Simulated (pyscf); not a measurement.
Thermochemistry of product channels of H₂B–Cl + ethylene (H₂C=CH₂) on the singlet surface, in kcal/mol, from ωB97M-D3(BJ)/def2-TZVP energies (ideal gas, 1 atm, RRHO with modes under 100 cm⁻¹ raised to 100, one conformer, R ln 2 for chiral ones without a mode under 150 cm⁻¹). PySCF, gas phase, ωB97X-D3(BJ)/def2-SVP geometries.

```csv
products,ΔE,ΔH(298 K),ΔG(600 K),ΔG(900 K)
B–Cl [singlet] + ethane (H₃C–CH₃),+26.5,+29.3,+31.1,+32.2
H₂B–CH=CH₂ + hydrogen chloride (HCl),+17.4,+16.0,+16.1,+15.6
H₃C–CH₂–BH–Cl,-38.3,-34.9,-14.5,-4.7
H₂B–CH₂–CH₂–Cl,+0.6,+2.5,+22.6,+32.1
H₂C=CH–BH–Cl + hydrogen (H₂),-1.6,-4.4,-1.3,-0.6
```

The channel to H₃C–CH₂–BH–Cl turns unfavourable between 298 and 1200 K (ΔG from -24.7 kcal/mol to +4.9 kcal/mol).

These are energies of the channels, which say nothing of barriers. H₃C–CH₂–BH–Cl lies 14.6 kcal/mol over its isomer H₃C–B(CH₃)–Cl (electronic energy, ωB97M-D3(BJ)/def2-TZVP). H₂B–CH₂–CH₂–Cl lies 53.5 kcal/mol over its isomer H₃C–B(CH₃)–Cl (electronic energy, ωB97M-D3(BJ)/def2-TZVP).
